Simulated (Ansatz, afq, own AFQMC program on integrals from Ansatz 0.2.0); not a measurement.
# Where AFQMC and coupled cluster stand for SiH2, singlet

```json
{"atom": "Si", "x (Å)": "0.0000", "y (Å)": "-0.0626", "z (Å)": "0.0000"}
{"atom": "H", "x (Å)": "0.0000", "y (Å)": "0.8723", "z (Å)": "-0.9549"}
{"atom": "H", "x (Å)": "0.0000", "y (Å)": "0.8723", "z (Å)": "0.9549"}
```

Basis cc-pVDZ. Noble-gas cores (and the filled d shells of Ga–Kr and In–Xe) are frozen. Ansatz 0.2.0 and our own AFQMC program on the same integrals; the CISD trial comes from CCSD amplitudes, and released means the phaseless constraint is let go. Free projection: walkers drawn from exp(T), propagated without any constraint. Its projection time is finite, and what remains of the start isn't in its error. Error bars are statistical, one sigma.

Determinant: RHF, the one that the program's search chose, which needn't be the lowest solution. The geometry is a point of a scan.

Full CI on the same integrals is exact in this basis and with this determinant's frozen core.

Cautions: higher spins were not checked; restricted determinant unstable towards unrestricted (UHF 131 meV lower, ⟨S²⟩ 0.45).

```
T1 diagnostic                               : 0.0125
weight of the determinant in the CISD state : 0.915
size of the correlated space                : 6 electrons in 23 orbitals
```

| level | correlation energy (eV) |
| --- | --- |
| MP2 | -2.3981 |
| CCSD | -3.1520 |
| CCSD(T) | -3.2074 |

(1) Estimate where phaseless AFQMC with the Hartree–Fock trial lies against CCSD(T) on the same integrals.

(1) 1.48 ± 0.46 kcal/mol below CCSD(T).

Reference: full CI, correlation energy -3.225 eV. The released energy is read at 2.40 1/Eh (meV from the phaseless value at times in 1/Eh: -0.7 ± 1.4 at 0.24, -1.6 ± 1.5 at 0.51, -2.9 ± 1.2 at 0.99, -5.0 ± 1.3 at 1.62, -3.5 ± 1.2 at 2.40).

| level | E − E(reference) (kcal/mol) | share of correlation (%) |
| --- | --- | --- |
| CCSD(T) | 0.40 | 99.46 |
| CCSDT | 0.07 | 99.91 |
| CCSDT(Q) | 0.01 | 99.98 |
| CCSDTQ | 0.00 | 100.00 |
| ph-AFQMC/HF | -1.07 ± 0.46 | 101.44 |
| ph-AFQMC/CISD | 0.13 ± 0.04 | 99.83 |
| released AFQMC | 0.04 ± 0.03 | 99.94 |
| free AFQMC | 0.01 ± 0.02 | 99.98 |

CCSDT and higher add their correlation energy to the determinant of the CCSD(T) run, since their own runs factorise the integrals more tightly (a shift of under 2 meV). Free projections are given only where their last times agree within the noise and don't stop above the reference; a slow remainder of the start can still hide under it. A walk keeps the symmetry of its determinant, which the program's search chose and which needn't be the lowest solution, so a lower state of the same spin and another symmetry isn't excluded. Released energies are given only where the last usable release times agree within the noise; a slower fall can still hide under it.
